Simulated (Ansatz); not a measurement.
Base system: GaN in the wurtzite structure (space group P6_3mc, No. 186; a = 3.219 Å, c = 5.244 Å).

All numbers come from Kohn–Sham DFT with the PBE functional, run in Ansatz (a quantum-chemistry and plane-wave program) with PAW and 420 eV plane waves, no spin-orbit coupling, earlier PAW set.

Now apply this change: Al takes the place of Ga on all its sites, then cell and atoms are relaxed.

Measured band gap: GaN 3.68 eV (static lattice; corrected from measurement; as listed in Wei Chen et al., Physical Review Materials (2018)); AlN 6.51 eV (static lattice; corrected from measurement; as listed in Martin Feneberg et al., Physical Review B (2010)).

Measured lattice parameter a: GaN 3.189 Å (room temperature; as listed in M J Lucero, T M Henderson, G E Scuseria, Journal of Physics Condensed Matter (2012)); AlN 3.1113 Å (0 K or low temperature; as listed in arXiv:1206.3780).

Q: How well does PBE reproduce the measured shift?

A: With PBE the band gap moves by +2.33 eV (1.71 → 4.04) against +2.83 eV measured; the lattice parameter a moves by -0.089 Å (3.219 → 3.130) against -0.078 Å measured.

Whether these cells are dynamically stable was not tested.
